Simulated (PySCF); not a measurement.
Species: 1,1,1,2-tetrafluoroethane, C₂H₂F₄.
Numbering: `[F:1][CH2:2][C:3]([F:4])([F:5])[F:6]` (hydrogens: H7, H8 on C2)

The calculation used TDDFT B3LYP/def2-SVPD, vertical, gas phase, core orbitals frozen in the response in PySCF 2.14.0, density-fitted response routines. Isolated species at its PBE0-D3(BJ)/def2-SVP geometry, gas phase. Torsions of this conformer, `[F:1][CH2:2][C:3]([F:4])([F:5])[F:6]`: F1–C2–C3–F4 -61°.

Broadening: Gaussians 0.4 eV wide at half height, area fixed by f = 4.319×10⁻⁹ ∫ε dν̃. The width is an assumption, not a result. The curve ends short of the highest state used, and states not computed would add to its high-energy end.

(E (eV), ε (L mol⁻¹ cm⁻¹)): (8.94, 2), (9.03, 15), (9.11, 56), (9.20, 193), (9.29, 512), (9.37, 966), (9.46, 1529), (9.55, 1852), (9.63, 1782), (9.72, 1441), (9.81, 1208), (9.90, 1370), (9.98, 1780), (10.07, 2186), (10.16, 2175), (10.24, 1765), (10.33, 1104), (10.42, 565), (10.50, 359), (10.59, 521), (10.68, 1171), (10.76, 2159), (10.85, 3575), (10.94, 5063)

**Question.** Locate the maxima and give the states behind the curve.

**Answer.** 130 nm (9.57 eV), ε about 1900, made up of S1 (56%) and S2 (42%); 123 nm (10.11 eV), ε about 2200, made up of S3 (38%) and S4 (61%) (ε in L mol⁻¹ cm⁻¹; maxima over ε = 5, shares over 10%). At its high-energy end, 10.94 eV, the curve is still rising (ε about 5100, from S5, S6 and S9). The states used: S1 9.54 eV (f 0.016); S2 9.60 eV (f 0.012); S3 10.05 eV (f 0.014); S4 10.16 eV (f 0.021); S5 10.92 eV (f 0.038); S6 10.98 eV (f 0.0093); S7 11.16 eV (f 0.011); S8 11.19 eV (f 0.0004); S9 11.20 eV (f 0.080); S10 11.54 eV (f 0.0000).

**Question.** What would ε be at 10.11 eV, the highest of these maxima, with half the width (0.2 eV)?

**Answer.** About 3800 L mol⁻¹ cm⁻¹ against 2250, a factor of about 1.7; a lone state at its own centre would give exactly 2.

**Question.** Coming from long wavelengths, where does ε first pass 100 L mol⁻¹ cm⁻¹?

**Answer.** At about 135 nm (9.15 eV), 0.39 eV below S1.

All these states lie below the vertical ionisation energy of 13.21 eV (ΔSCF).

On one thread, x86-64 server, no GPU (shared host), this took 57 s.
